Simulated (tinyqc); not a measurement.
UKS/LDA (PW92) in the sto-6g basis, for NH, spin multiplicity 3, step by step. One step of it, computed by the program tinyqc.

Question. Iteration 2: DIIS coefficients. Solve [B -1; -1 0][c; lambda] = [0; -1] for the coefficients, which sum to one.

B (overlaps of the stored error matrices):
```
                1               2
1   8.5039210e-01  -4.1708378e-01
2  -4.1708378e-01   3.0078089e-01
```

Give: DIIS coefficients.

Answer.

DIIS coefficients: 0.3616  0.6384
